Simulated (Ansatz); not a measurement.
A made-up structure of NaBNH₃, closed shell:

N1  (0.175, -0.836, 0.441)
B2  (0.147, 0.533, -0.317)
Na3  (-2.085, 2.126, -0.898)
H4  (-0.742, -1.346, 0.849)
H5  (1.123, -1.422, 0.638)
H6  (1.381, 0.945, -0.713)
(Å)

It is relaxed with PBE-D4/def2-SVP and then PBE0-D4/def2-TZVP (Ansatz 0.2.0). Atoms count as bonded within 1.22 times the sum of their covalent radii (H–H: 0.88 Å). The end point is not checked to be a true minimum.

Q: Does its bonding change? (A judgement: the text doesn't fix the answer.)

A: Computed: No: no bond forms or breaks.

Where it ends: The first stage lowers the energy by 1.02 eV in 4 steps. It ends as NaBNH₃ ([NH2][BH][Na]):
N1  (0.156, -0.746, 0.394)
B2  (0.132, 0.476, -0.283)
Na3  (-1.861, 1.898, -0.802)
H4  (-0.662, -1.201, 0.758)
H5  (1.003, -1.270, 0.570)
H6  (1.233, 0.843, -0.637)
(Å)

Labels in which every atom is bracketed show which atoms are joined, not bond orders.

For scale, one of the runs: PBE0-D4/def2-TZVP relaxation, 112 basis functions, launched by `ansatz run in.yaml --threads 2 --pin off --events-out ev --progress --plain --max-ram 4352MiB`. The run took about 14 s on 2 CPU threads of an Arm Neoverse V1 (shared host).
